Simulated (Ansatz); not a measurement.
Ansatz (a program for electronic structure) input:

Ansatz 0.2 input:
```yaml
crystal:
  periodic: [false, false, false]
  atoms:
    - {symbol: C, position_ang: [0.01044234, -0.73326621, 0.74046999]}
    - {symbol: C, position_ang: [-0.15364340, 0.65046493, 0.77255556]}
    - {symbol: C, position_ang: [0.15544107, -0.77669827, -0.64508207]}
    - {symbol: C, position_ang: [-0.01056125, 0.74161569, -0.74890149]}
    - {symbol: H, position_ang: [0.02128176, -1.49441527, 1.50909674]}
    - {symbol: H, position_ang: [-0.31709518, 1.38230009, 1.54857521]}
    - {symbol: H, position_ang: [0.31959054, -1.55752538, -1.37162848]}
    - {symbol: H, position_ang: [0.86224415, 1.29066649, -1.11134566]}
    - {symbol: H, position_ang: [-0.89609388, 1.08627730, -1.28894976]}
basis:
  gaussian:
    orbitals: def2-TZVP
hamiltonian:
  xc: b3lyp
  dispersion: d3bj
magnetization: {spin_polarized: true, initial_magnetization: 1}
phonons: {temperatures: {t_min: 298.15, t_max: 298.15, t_step: 100}}
```

Which total energy does the run end on?

-155.39006 Eh (B3LYP-D3(BJ)/def2-TZVP). The basis has 154 functions.

It need not be the lowest isomer of its formula.
